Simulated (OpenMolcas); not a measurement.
# BCl2 (SMILES Cl[B]Cl), step by step

We compute the energy (UHF/STO-3G), then a single-point energy (CASSCF(3,3)/STO-3G), then a single-point energy (CASPT2(3,3)/STO-3G), then a single-point energy (SC-NEVPT2(3,3)/STO-3G), then a single-point energy (MRCI(3,3)/STO-3G) of BCl2. 

The calculation is run with OpenMolcas 26.06.

3 further runs of the same task are left out: 1 for a known fault of the program, 2 set aside as unsound or not needed.

## Step 1: The molecule

The species is BCl2 (3 atoms), meant as a doublet with charge 0. As SMILES, `Cl[B]Cl`. The Cl1–B2 distance was set to 4.299 Å, away from the relaxed value. At this shape a bond of the SMILES string is far longer than usual.

Bond lengths: B2–Cl3 1.720 Å.

## Step 2: A single-point energy at UHF/STO-3G (run 1)

Input file step1.input:

```
* BCl2 Hartree-Fock
&GATEWAY
BASLIB=$CurrDir
COORD
3
angstrom
Cl       1.624612      -3.738571       0.460354
B       -0.463900      -0.050300      -0.256900
Cl       0.081500       1.511100       0.213700
BASIS=STO-3G
GROUP=NoSym
&SEWARD
&SCF
UHF
SPIN=2
SCRAMBLE=0.25
PRORBITALS=1 1
```

The basis set STO-3G is read from a file made from the Basis Set Exchange's data (not shown).

Command:

```bash
$ export MOLCAS_MEM=1860
$ pymolcas step1.input > step1.log
```

Log:

```text
--- Start Module: gateway ---
[...]
--- Stop Module: gateway /rc=_RC_ALL_IS_WELL_ ---
--- Start Module: seward ---
[...]
      Basis functions           23
--- Stop Module: seward /rc=_RC_ALL_IS_WELL_ ---
--- Start Module: scf ---
[...]
       Convergence after  32 Iterations
[...]
::    Total SCF energy                               -933.3971792482
[...]
      Total spin, S                                     0.6507045517
[...]
      Total electronic charge=   39.000000
      Total            charge=   -0.000000
[...]
      Dipole Moment (debye):
      Origin of the operator (angstrom)=    0.6739   -0.9691    0.2562
                   X= -2.1700E-01               Y= -6.2878E-01               Z= -1.8970E-01           Total=  6.9169E-01
      Quadrupole Moment (debye*angstrom):
[...]
--- Stop Module: scf /rc=_RC_ALL_IS_WELL_ ---
[...]
```

Wall time 2.2 s (1 thread of Arm Neoverse V1, shared host); peak memory 0.37 GiB.

## Step 3: The energy at CASSCF(3,3)/STO-3G (run 2)

Input file step2.input:

```
* BCl2 CASSCF
&gateway
baslib=$CurrDir
coord
3
angstrom
Cl       1.624612      -3.738571       0.460354
B       -0.463900      -0.050300      -0.256900
Cl       0.081500       1.511100       0.213700
basis=STO-3G
group=NoSym
&seward
&rasscf
fileorb=$CurrDir/step1.UnaOrb
spin=2
nactel=3 0 0
inactive=18
ras2=3
orblisting=Nothing
orbappear=Compact
```

The basis set STO-3G is read from a file made from the Basis Set Exchange's data (not shown).

Command:

```bash
$ export MOLCAS_MEM=1860
$ pymolcas step2.input > step2.log
```

Log:

```text
--- Start Module: gateway ---
[...]
--- Stop Module: gateway /rc=_RC_ALL_IS_WELL_ ---
--- Start Module: seward ---
[...]
      Basis functions           23
--- Stop Module: seward /rc=_RC_ALL_IS_WELL_ ---
--- Start Module: rasscf ---
[...]
      Number of active orbitals                  3
[...]
      Spin quantum number                      0.5
[...]
      Active orbitals                            3
[...]
      Number of CSFs                             8
[...]
      Number of root(s) required                 1
[...]
      Convergence after 23 iterations
[...]
      printout of CI-coefficients larger than  0.05 for root  1
      energy=    -933.414239
      conf/sym  111     Coeff  Weight
             1  2u0  -0.97825 0.95697
             8  0u2  -0.20741 0.04302
      Natural orbitals and occupation numbers for root  1
      sym 1:   1.913954   0.999996   0.086050
      ************************************************************************************************************************
      *                                                    Final results                                                     *
[...]
::    RASSCF root number  1 Total energy:   -933.41423948
[...]
      Total electronic charge=   39.000000
      Total            charge=   -0.000000
[...]
      Dipole Moment (debye):
      Origin of the operator (angstrom)=    0.6739   -0.9691    0.2562
                   X= -1.9542E-01               Y= -5.5860E-01               Z= -1.6877E-01           Total=  6.1539E-01
      Quadrupole Moment (debye*angstrom):
[...]
--- Stop Module: rasscf /rc=_RC_ALL_IS_WELL_ ---
[...]
```

It took 2.1 s on 1 thread of Arm Neoverse V1, shared host; peak memory 0.37 GiB.

## Step 4: A single-point energy at CASPT2(3,3)/STO-3G (run 3)

Input file step3.inp:

```
>>> EXPORT MOLCAS_PRINT=2

&gateway
  baslib=$CurrDir
  coord
  3
  angstrom
  Cl       1.624612      -3.738571       0.460354
  B       -0.463900      -0.050300      -0.256900
  Cl       0.081500       1.511100       0.213700
  basis=STO-3G
  group=NoSym

&seward

&rasscf
  fileorb=$CurrDir/step2.RasOrb
  spin=2
  nactel=3 0 0
  inactive=18
  ras2=3
  orblisting=Nothing
  orbappear=Compact

&caspt2
  imaginary=0.1
  frozen=11
```

The basis set STO-3G is read from a file made from the Basis Set Exchange's data (not shown).

Command:

```bash
$ export MOLCAS_MEM=1860
$ pymolcas step3.inp > step3.log
```

Log:

```text
--- Start Module: gateway ---
[...]
--- Stop Module: gateway /rc=_RC_ALL_IS_WELL_ ---
[...]
      Basis functions           23
[...]
--- Start Module: rasscf ---
[...]
      Number of active orbitals                  3
[...]
      Spin quantum number                      0.5
[...]
      Active orbitals                            3
[...]
      Number of CSFs                             8
[...]
      Number of root(s) required                 1
[...]
      Convergence after  4 iterations
[...]
      printout of CI-coefficients larger than  0.05 for root  1
      energy=    -933.414239
      conf/sym  111     Coeff  Weight
             1  2u0  -0.97825 0.95698
             8  0u2  -0.20741 0.04302
      Natural orbitals and occupation numbers for root  1
      sym 1:   1.913956   0.999996   0.086048
      ************************************************************************************************************************
      *                                                    Final results                                                     *
[...]
::    RASSCF root number  1 Total energy:   -933.41423948
[...]
      Total electronic charge=   39.000000
      Total            charge=   -0.000000
[...]
      Dipole Moment (debye):
      Origin of the operator (angstrom)=    0.6739   -0.9691    0.2562
                   X= -1.9543E-01               Y= -5.5864E-01               Z= -1.6878E-01           Total=  6.1544E-01
      Quadrupole Moment (debye*angstrom):
[...]
--- Stop Module: rasscf /rc=_RC_ALL_IS_WELL_ ---
--- Start Module: caspt2 ---
[...]
      E2 (Variational):          -0.0289637610
      Total energy:            -933.4432032414
[...]
      Reference weight:           0.98221
[...]
::    CASPT2 Root  1     Total energy:   -933.44320324
[...]
--- Stop Module: caspt2 /rc=_RC_ALL_IS_WELL_ ---
[...]
```

It took 1.8 s on 1 thread of Arm Neoverse V1, shared host; peak memory 0.37 GiB.

## Step 5: The energy at SC-NEVPT2(3,3)/STO-3G (run 4)

Input file step4.input:

```
* BCl2 NEVPT2
>>> EXPORT MOLCAS_PRINT=2
&GATEWAY
BasLib
$CurrDir
Coord
3
angstrom
Cl       1.624612      -3.738571       0.460354
B       -0.463900      -0.050300      -0.256900
Cl       0.081500       1.511100       0.213700
Basis
STO-3G
Group
NoSym
&SEWARD
&RASSCF
FileOrb
$CurrDir/step2.RasOrb
Spin
2
Nactel
3 0 0
Inactive
18
Ras2
3
OrbListing
Nothing
OrbAppear
Compact
&CASPT2
SC-NEVPT2
Frozen
11
```

The basis set STO-3G is read from a file made from the Basis Set Exchange's data (not shown).

Command:

```bash
$ export MOLCAS_MEM=1860
$ pymolcas step4.input > step4.log
```

Log:

```text
--- Start Module: gateway ---
[...]
--- Stop Module: gateway /rc=_RC_ALL_IS_WELL_ ---
[...]
      Basis functions           23
[...]
--- Start Module: rasscf ---
[...]
      Number of active orbitals                  3
[...]
      Spin quantum number                      0.5
[...]
      Active orbitals                            3
[...]
      Number of CSFs                             8
[...]
      Number of root(s) required                 1
[...]
      Convergence after  4 iterations
[...]
      printout of CI-coefficients larger than  0.05 for root  1
      energy=    -933.414239
      conf/sym  111     Coeff  Weight
             1  2u0  -0.97825 0.95698
             8  0u2  -0.20741 0.04302
      Natural orbitals and occupation numbers for root  1
      sym 1:   1.913956   0.999996   0.086048
      ************************************************************************************************************************
      *                                                    Final results                                                     *
[...]
::    RASSCF root number  1 Total energy:   -933.41423948
[...]
      Total electronic charge=   39.000000
      Total            charge=   -0.000000
[...]
      Dipole Moment (debye):
      Origin of the operator (angstrom)=    0.6739   -0.9691    0.2562
                   X= -1.9543E-01               Y= -5.5864E-01               Z= -1.6878E-01           Total=  6.1544E-01
      Quadrupole Moment (debye*angstrom):
[...]
--- Stop Module: rasscf /rc=_RC_ALL_IS_WELL_ ---
--- Start Module: caspt2 ---
[...]
      E2 (Variational):          -0.0259050937
[...]
      E2 (Variational):          -0.0259031719
      Total energy:            -933.4401426524
[...]
      Reference weight:           0.98588
[...]
::    SC-NEVPT2 Root  1     Total energy:   -933.44014265
[...]
--- Stop Module: caspt2 /rc=_RC_ALL_IS_WELL_ ---
[...]
```

Wall time 1.8 s (1 thread of Arm Neoverse V1, shared host); peak memory 0.37 GiB.

## Step 6: A single-point energy at MRCI(3,3)/STO-3G (run 5)

Input file step5.inp:

```
* BCl2 MRCI
&gateway
baslib=$CurrDir
coord
3
angstrom
Cl       1.624612      -3.738571       0.460354
B       -0.463900      -0.050300      -0.256900
Cl       0.081500       1.511100       0.213700
basis=STO-3G
group=NoSym
&seward
&rasscf
fileorb=$CurrDir/step2.RasOrb
spin=2
nactel=3 0 0
inactive=18
ras2=3
orblisting=Nothing
orbappear=Compact
&motra
lumorb
frozen=11
&guga
electrons=17
spin=2
inactive=7
active=3
ciall=1
&mrci
sdci
```

The basis set STO-3G is read from a file made from the Basis Set Exchange's data (not shown).

Command:

```bash
$ export MOLCAS_MEM=1860
$ pymolcas step5.inp > step5.log
```

Log:

```text
--- Start Module: gateway ---
[...]
--- Stop Module: gateway /rc=_RC_ALL_IS_WELL_ ---
[...]
      Basis functions           23
[...]
      Number of active orbitals                  3
[...]
      Spin quantum number                      0.5
[...]
      Active orbitals                            3
[...]
      Number of CSFs                             8
[...]
      Number of root(s) required                 1
[...]
      Convergence after  4 iterations
[...]
      printout of CI-coefficients larger than  0.05 for root  1
      energy=    -933.414239
      conf/sym  111     Coeff  Weight
             1  2u0  -0.97825 0.95698
             8  0u2  -0.20741 0.04302
      Natural orbitals and occupation numbers for root  1
      sym 1:   1.913956   0.999996   0.086048
      ************************************************************************************************************************
      *                                                    Final results                                                     *
[...]
::    RASSCF root number  1 Total energy:   -933.41423948
[...]
      Dipole Moment (debye):
      Origin of the operator (angstrom)=    0.6739   -0.9691    0.2562
                   X= -1.9543E-01               Y= -5.5864E-01               Z= -1.6878E-01           Total=  6.1544E-01
      Quadrupole Moment (debye*angstrom):
[...]
--- Start Module: guga ---
[...]
--- Start Module: mrci ---
[...]
       (But an ACPF correction will be computed)
       USE THE DEFAULT ACPF G-VALUE GFAC=  0.11764705882352941
[...]
                      CI ENERGY:  -933.45606903
[...]
                ACPF CORRECTION:    -0.00197823
[...]
      Total electronic charge=   39.000000
      Total            charge=    0.000000
[...]
     ACPF CORRECTION:     -0.00197823
[...]
  CI State   1     Total energy:   -933.45606903     QDav:     -0.00225622     QACPF:     -0.00197823
[...]
```

Run time: 2.3 s. Hardware: 1 thread of Arm Neoverse V1, shared host; peak memory 0.37 GiB.

## Step 7: Results

| quantity | value |
| --- | --- |
| run 1, UHF/STO-3G: total energy | -933.39718 Eh |
| run 1, UHF/STO-3G: dipole moment | 0.69 D |
| run 1, UHF/STO-3G: HOMO energy (highest over α and β) | -8.68 eV |
| run 1, UHF/STO-3G: LUMO energy (lowest over α and β) | 1.63 eV |
| run 1, UHF/STO-3G: ⟨S²⟩ | 1.074 |
| run 2, CASSCF(3,3)/STO-3G: total energy | -933.41424 Eh |
| run 2, CASSCF(3,3)/STO-3G: dipole moment (CASSCF density) | 0.62 D |
| run 3, CASPT2(3,3)/STO-3G: total energy | -933.44320 Eh |
| run 3, CASPT2(3,3)/STO-3G: dipole moment (CASSCF density) | 0.62 D |
| run 4, SC-NEVPT2(3,3)/STO-3G: total energy | -933.44014 Eh |
| run 4, SC-NEVPT2(3,3)/STO-3G: dipole moment (CASSCF density) | 0.62 D |
| run 5, MRCI(3,3)/STO-3G: total energy | -933.45607 Eh |
| run 5, MRCI(3,3)/STO-3G: dipole moment (CASSCF density) | 0.62 D |

**Reading.** ⟨S²⟩ (run 1, UHF/STO-3G) is 1.07 where a pure doublet has 0.75: the reference is spin-contaminated. Mulliken charges (run 1, UHF/STO-3G) run from -0.24 on Cl3 to +0.24 on B2; they depend strongly on the basis. Mulliken charges (run 2, CASSCF(3,3)/STO-3G) run from -0.25 on Cl3 to +0.25 on B2. Mulliken charges (run 3, CASPT2(3,3)/STO-3G) of the CASSCF density run from -0.25 on Cl3 to +0.25 on B2. Mulliken charges (run 5, MRCI(3,3)/STO-3G) of the CASSCF density run from -0.25 on Cl3 to +0.25 on B2; they depend strongly on the basis.
